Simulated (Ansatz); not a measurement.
We consider 1T (CdI2-type) PtSe2, described by r²SCAN+rVV10 (Ansatz, a quantum-chemistry and plane-wave program, plane waves, PAW).

Rigid layers of the crystal as relaxed at this level are moved apart or together:

```json
[
 {"run": "1", "k mesh": "12×12×8", "layer repeat (Å)": "4.78", "energy against free layers (meV/Å²)": "-17.20", "gap on the mesh (eV)": "0.000"},
 {"run": "2", "k mesh": "12×12×8", "layer repeat (Å)": "4.93", "energy against free layers (meV/Å²)": "-20.69", "gap on the mesh (eV)": "0.000"},
 {"run": "3", "k mesh": "12×12×8", "layer repeat (Å)": "5.08", "energy against free layers (meV/Å²)": "-22.32", "gap on the mesh (eV)": "0.000"},
 {"run": "4", "k mesh": "12×12×6", "layer repeat (Å)": "5.28", "energy against free layers (meV/Å²)": "-22.96", "gap on the mesh (eV)": "0.000"},
 {"run": "5", "k mesh": "12×12×6", "layer repeat (Å)": "5.58", "energy against free layers (meV/Å²)": "-21.95", "gap on the mesh (eV)": "0.315"},
 {"run": "6", "k mesh": "12×12×6", "layer repeat (Å)": "6.08", "energy against free layers (meV/Å²)": "-17.78", "gap on the mesh (eV)": "0.754"},
 {"run": "7", "k mesh": "12×12×6", "layer repeat (Å)": "7.08", "energy against free layers (meV/Å²)": "-9.28", "gap on the mesh (eV)": "1.290"},
 {"run": "8", "k mesh": "12×12×4", "layer repeat (Å)": "9.08", "energy against free layers (meV/Å²)": "-2.55", "gap on the mesh (eV)": "1.601"}
]
```

The lowest energy of these points lies at a layer repeat of 5.28 Å.

Spin–orbit coupling is not included.
